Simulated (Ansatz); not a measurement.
Geometry optimisation, Ansatz, RKS BLYP-D4/6-31G*.

Input file:

```yaml
crystal:
  periodic: [false, false, false]
  atoms:
    - { symbol: Al, position_ang: [0.019299, 0.153192, 0.010277] }
    - { symbol: F, position_ang: [-0.077099, 0.397545, 1.675667] }
    - { symbol: H, position_ang: [1.463972, 0.177452, -0.648696] }
    - { symbol: H, position_ang: [-1.351051, -0.002891, -0.775126] }
    - { symbol: P, position_ang: [0.179229, -3.076674, 1.294446] }
    - { symbol: H, position_ang: [-0.670461, -2.924966, 0.144189] }
    - { symbol: H, position_ang: [1.377897, -2.795374, 0.554942] }
    - { symbol: H, position_ang: [0.015715, -1.727884, 1.735902] }
basis:
  gaussian: { orbitals: "6-31G*" }
hamiltonian:
  xc: blyp
  dispersion: d4
relax:
  f_tol: 0.03
  max_steps: 50
```

Launched with:

```bash
$ ansatz run input.yaml --threads 1 --pin off --max-ram 2048MiB --backend cpu --events-out ev --progress --plain --runs-dir out
```

**Question.** Where does it end, and by what steps?

**Answer.** The run converged. The force dipped under the threshold on the way, but the program's further checks kept it going. After 9 steps the energy has fallen by 0.043 eV; H8 moved furthest, 0.31 Å.

```
step  energy less start (eV)  largest force component (eV/Å)  accepted
   0                  0.0000                           0.229       yes
   1                 -0.0144                           0.489       yes
   2                 -0.0326                           0.502       yes
   3                 -0.0398                           0.123       yes
   4                 -0.0412                           0.124       yes
   5                 -0.0413                           0.127       yes
   6                 -0.0426                           0.009       yes
   7                 -0.0427                           0.038       yes
   8                 -0.0426                           0.055        no
   9                 -0.0431                           0.007       yes
```

```xyz
8
Properties=species:S:1:pos:R:3
Al 0.030 0.103 0.019
F -0.125 0.605 1.611
H 1.499 0.064 -0.592
H -1.312 -0.144 -0.799
P 0.211 -3.139 1.172
H -0.735 -2.723 0.173
H 1.342 -2.620 0.453
H 0.047 -1.946 1.955
```

Whether the end is a true minimum wasn't checked by a vibrational analysis.

Time of the run: 26 s on 1 thread of Intel(R) Xeon(R) Platinum 8259CL CPU @ 2.50GHz (Skylake/Cascade Lake) (shared host), peak memory 0.14 GiB.
